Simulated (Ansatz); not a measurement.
Geometry optimisation, Ansatz 0.2.0, RKS B3LYP/def2-SVP.

input.yaml

```yaml
crystal:
  periodic: [false, false, false]
  atoms:
    - { symbol: B, position_ang: [-0.008047, -0.35363, 0.101349] }
    - { symbol: O, position_ang: [-0.107905, -0.94172, 1.341483] }
    - { symbol: H, position_ang: [-1.00579, -0.930565, 1.696809] }
    - { symbol: H, position_ang: [1.085034, -0.357345, -0.405717] }
    - { symbol: H, position_ang: [-0.979296, 0.098925, -0.464021] }
    - { symbol: Si, position_ang: [0.127369, 2.644372, 1.083125] }
    - { symbol: H, position_ang: [0.850836, 3.52379, 2.046183] }
    - { symbol: H, position_ang: [0.821621, 2.676114, -0.234793] }
    - { symbol: H, position_ang: [-1.272131, 3.132201, 0.917646] }
    - { symbol: H, position_ang: [0.100609, 1.262558, 1.590634] }
basis:
  gaussian: { orbitals: def2-SVP }
hamiltonian:
  xc: b3lyp
relax:
  f_tol: 0.03
  max_steps: 50
output:
  orbitals: {}
```

Command:

```bash
$ ansatz run input.yaml --threads 2 --pin off --max-ram 3072MiB --backend cpu --events-out ev --progress --plain --runs-dir out
```

Question: Where does it end, and by what steps?

Answer: The run converged. After 9 steps the energy has fallen by 0.243 eV; H10 moved furthest, 0.62 Å.

| step | energy less start (eV) | largest force component (eV/Å) | accepted |
| --- | --- | --- | --- |
| 0 | 0.0000 | 0.976 | yes |
| 1 | -0.1225 | 0.498 | yes |
| 2 | -0.1934 | 0.571 | yes |
| 3 | -0.2343 | 0.247 | yes |
| 4 | -0.2307 | 0.394 | no |
| 5 | -0.2397 | 0.075 | yes |
| 6 | -0.2417 | 0.112 | yes |
| 7 | -0.2428 | 0.079 | yes |
| 8 | -0.2433 | 0.061 | yes |
| 9 | -0.2435 | 0.028 | yes |

```xyz
10
Properties=species:S:1:pos:R:3
B -0.060 -0.850 0.001
O -0.179 -1.527 1.159
H -1.057 -1.473 1.558
H 1.019 -0.883 -0.537
H -1.000 -0.245 -0.470
Si 0.179 3.148 1.191
H 0.878 4.140 2.056
H 0.879 3.044 -0.121
H -1.230 3.583 0.972
H 0.183 1.817 1.863
```

Whether the end is a true minimum wasn't checked by a vibrational analysis.

The run took 13 s on 2 threads of Arm Neoverse V2 (shared host), peak memory 0.14 GiB.
